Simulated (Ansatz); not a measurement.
Consider a test of scalar relativity of BCl (Ansatz's Python interface).

`x2c_bcl.py`
```python
'''BCl with and without the spin-free two-component Hamiltonian.'''

import warnings

import ansatz as az
import numpy as np

warnings.simplefilter('ignore', az.DeckWarning)

geometry_ang = [
    ('B', [0.0, 0.0, 0.0]),
    ('Cl', [0.0, 0.0, 1.785]),
]
system = az.Crystal.molecule()
for symbol, xyz in geometry_ang:
    system = system.atom(symbol, xyz)

setup = system.calculation().functional('hf').forces()
# a set contracted for a scalar-relativistic Hamiltonian goes with the relativistic run
sets = {'none': 'cc-pVTZ', 'scalar': 'cc-pVTZ-DK'}
found = {kind: setup.basis(gaussian=basis).pseudopotentials(relativity=kind).run(threads=1, pin='off').report for kind, basis in sets.items()}
for kind, each in found.items():
    dipole = 4.803205 * np.linalg.norm(each['charge_distribution']['dipole_moment_e_ang'])
    print(f'{kind:7s} E = {each["free_energy_ev"]:.4f} eV  dipole {dipole:.3f} D  largest force component {np.abs(each["forces_ev_ang"]).max():.4f} eV/A')
print(f'relativity lowers the total energy by {found["none"]["free_energy_ev"] - found["scalar"]["free_energy_ev"]:.3f} eV')
```

What does scalar relativity change in the total energy and in the dipole?

The total moves by -38.5 eV, nearly all in the cores, and the dipole from 0.92 to 0.92 D.

The run itself:

```console
$ python x2c_bcl.py
none    E = -13174.5161 eV  dipole 0.918 D  largest force component 1.1874 eV/A
scalar  E = -13213.0386 eV  dipole 0.918 D  largest force component 1.1985 eV/A
relativity lowers the total energy by 38.522 eV
```

Notes:
- Total energies depend on the basis set; only differences at equal settings carry meaning.
- The geometry is a force-field or estimated start, not a minimum of this method. The basis set changes with the Hamiltonian (a set recontracted for scalar relativity), and most of the change in the total lies in the cores.
- The spin state was assumed, and another may lie lower.
- Finished in 0.9 s on 1 thread of Arm Neoverse V2 (shared host), peak memory 0.16 GiB.
